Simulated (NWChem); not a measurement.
# C₂H₅O, doublet; SMILES CC[O]

```xyz
8

C      0.2267    -1.1772     0.0005
C     -0.4771     0.1685     0.0003
O      0.3202     1.2591    -0.0007
H     -0.4980    -2.0061     0.0038
H      0.8635    -1.2788    -0.8910
H      0.8688    -1.2758     0.8886
H     -1.1728     0.2652     0.8692
H     -1.1794     0.2627    -0.8633
```
Atoms are numbered in this order, from 1.

Results from NWChem. Pople sets run with spherical d functions. Spin-unrestricted. The geometry was optimised at PBE0/def2-SVP, spin-unrestricted. No stability test was run on the SCF state. Solvent water, SMD (1 M gas to 1 M solution), gas-phase geometry. Reactions with the solvent are ignored.

Question: Estimate the computed values for M06-2X/6-311G**. Quantities: solvation free energy (kcal/mol); cavity-dispersion-structure term (kcal/mol); dipole in solution (D).

Answer: 
```yaml
solvation free energy (kcal/mol): -2.7
cavity-dispersion-structure term (kcal/mol): 2.3
dipole in solution (D): 2.77
```
